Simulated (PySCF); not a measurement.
**Indirect couplings**

Bonds (- single, = double, # triple, : aromatic): O1=N2 1.200 Å, N2-O3 1.186 Å, N2-O4 1.377 Å. O4 carries H5. Formal charges: N2 +1, O3 -1.

Method: B3LYP/pcJ-1//PBE0-D3(BJ)/def2-SVP, PySCF; isolated molecule, single conformer, non-relativistic. Couplings are averaged over pairs made equivalent by symmetry, fast rotation or ring inversion, so a value needn't be that of the named pair in this geometry, while other rotamers aren't included; one pair stands for each set, and the list holds those of at least 1.5 Hz over up to four bonds.

Isotopes: 17O, 1H, 15N. Couplings to quadrupolar nuclei such as 17O and 33S are rarely resolved in practice.

```json
{"pair": "O1, N2", "bonds": "1", "J (Hz)": "-44.8"}
{"pair": "N2, O4", "bonds": "1", "J (Hz)": "-32.1"}
{"pair": "O4, H5", "bonds": "1", "J (Hz)": "?"}
{"pair": "O1, O3", "bonds": "2", "J (Hz)": "-4.4"}
{"pair": "O1, O4", "bonds": "2", "J (Hz)": "?"}
{"pair": "O1, H5", "bonds": "3", "J (Hz)": "1.7"}
```

Estimate the withheld couplings, with signs.

Results:


- 1J(O4,H5) = -65.5 Hz (bond length 0.972 Å)
- 2J(O1,O4) = -7.3 Hz (mean over equivalent pairs that range from -11.8 to -2.9 Hz in this conformer)
